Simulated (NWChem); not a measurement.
System: acetylene (C2H2); SMILES C#C

The following NWChem deck was run.

```
start job
memory heap 200 mb stack 900 mb global 1100 mb
geometry units angstroms noautosym nocenter noautoz
  C      0.000000     0.000000    -0.602571
  C      0.000000     0.000000     0.602571
  H      0.000000     0.000000    -1.669035
  H      0.000000     0.000000     1.669035
end
basis spherical
  * library def2-svp
end
dft
  xc pbe0
  iterations 150
end
cosmo
  dielec 37.5
end
task dft energy
```

Output (shortened):

```
             Northwest Computational Chemistry Package (NWChem) 7.3.0
             --------------------------------------------------------

                             Geometry "geometry" -> ""
                             -------------------------

 Output coordinates in angstroms (scale by  1.889725989 to convert to a.u.)

  No.       Tag          Charge          X              Y              Z
 ---- ---------------- ---------- -------------- -------------- --------------
    1 C                    6.0000     0.00000000     0.00000000    -0.60257100
    2 C                    6.0000     0.00000000     0.00000000     0.60257100
    3 H                    1.0000     0.00000000     0.00000000    -1.66903500
    4 H                    1.0000     0.00000000     0.00000000     1.66903500

 Effective nuclear repulsion energy (a.u.)      24.7159203009

                                 NWChem DFT Module
                                 -----------------

 Summary of "ao basis" -> "ao basis" (spherical)
 ------------------------------------------------------------------------------
       Tag                 Description            Shells   Functions and Types
 ---------------- ------------------------------  ------  ---------------------
 C                          def2-svp                 6       14   3s2p1d
 H                          def2-svp                 3        5   2s1p

 in cosmo_initialize ...

 solvent parameters
 solvname_short: unkn
 solvname_long:  unknown
 dielec:       37.5000

          ---------------
          -cosmo- solvent
          ---------------
 Cosmo: York-Karplus, doi: 10.1021/jp992097l
 dielectric constant -eps-     =  37.50
 screen = (eps-1)/(eps    )    =   0.97333
 surface charge correction     = lagrangian

   van der Waals surface
 --------------------------

[...]

                                   COSMO solvation results
                                   -----------------------

                 gas phase energy =       -77.168376370910
                 sol phase energy =       -77.173107624703
 (electrostatic) solvation energy =         0.004731253793 (    2.97 kcal/mol)

                       DFT Final Molecular Orbital Analysis
                       ------------------------------------

 Vector    5  Occ=2.000000D+00  E=-5.072842D-01
              MO Center= -7.9D-11,  9.0D-11,  2.6D-05, r^2= 2.0D+00
   Bfn.  Coefficient  Atom+Function         Bfn.  Coefficient  Atom+Function
  ----- ------------  ---------------      ----- ------------  ---------------
     6      0.383863  1 C  pz                20     -0.383867  2 C  pz
    29     -0.294000  3 H  s                 34     -0.294007  4 H  s
    30     -0.099285  3 H  s                 35     -0.099287  4 H  s
     9      0.065754  1 C  pz                23     -0.065752  2 C  pz
     3     -0.025015  1 C  s                 17     -0.025025  2 C  s

 Vector    6  Occ=2.000000D+00  E=-3.117088D-01
              MO Center=  2.0D-08, -2.1D-08, -2.6D-06, r^2= 1.3D+00
   Bfn.  Coefficient  Atom+Function         Bfn.  Coefficient  Atom+Function
  ----- ------------  ---------------      ----- ------------  ---------------
     5     -0.305665  1 C  py                19     -0.305663  2 C  py
     4      0.293500  1 C  px                18      0.293498  2 C  px
     8     -0.180608  1 C  py                22     -0.180606  2 C  py
     7      0.173420  1 C  px                21      0.173418  2 C  px

 Vector    7  Occ=2.000000D+00  E=-3.117088D-01
              MO Center= -6.1D-10, -4.9D-10, -2.7D-06, r^2= 1.3D+00
   Bfn.  Coefficient  Atom+Function         Bfn.  Coefficient  Atom+Function
  ----- ------------  ---------------      ----- ------------  ---------------
     4      0.305665  1 C  px                18      0.305663  2 C  px
     5      0.293500  1 C  py                19      0.293498  2 C  py
     7      0.180608  1 C  px                21      0.180606  2 C  px
     8      0.173420  1 C  py                22      0.173418  2 C  py

 Vector    8  Occ=0.000000D+00  E= 4.037808D-02
              MO Center= -1.5D-11,  5.2D-11,  2.7D-06, r^2= 2.1D+00
   Bfn.  Coefficient  Atom+Function         Bfn.  Coefficient  Atom+Function
  ----- ------------  ---------------      ----- ------------  ---------------
     7      0.542290  1 C  px                21     -0.542291  2 C  px
     8      0.492670  1 C  py                22     -0.492671  2 C  py
     4      0.305704  1 C  px                18     -0.305705  2 C  px
     5      0.277732  1 C  py                19     -0.277733  2 C  py

 Vector    9  Occ=0.000000D+00  E= 4.037808D-02
              MO Center=  6.2D-09, -6.8D-09,  2.7D-06, r^2= 2.1D+00
   Bfn.  Coefficient  Atom+Function         Bfn.  Coefficient  Atom+Function
  ----- ------------  ---------------      ----- ------------  ---------------
     8      0.542290  1 C  py                22     -0.542291  2 C  py
     7     -0.492670  1 C  px                21      0.492671  2 C  px
     5      0.305704  1 C  py                19     -0.305705  2 C  py
     4     -0.277732  1 C  px                18      0.277733  2 C  px

[...]
```

Level: PBE0/def2-SVP, COSMO on the gas-phase geometry. Coordinates come from a B3LYP/6-31G* (spherical d) optimisation. COSMO prints the solvation energy as gas minus solution, so a positive value is a stabilisation.
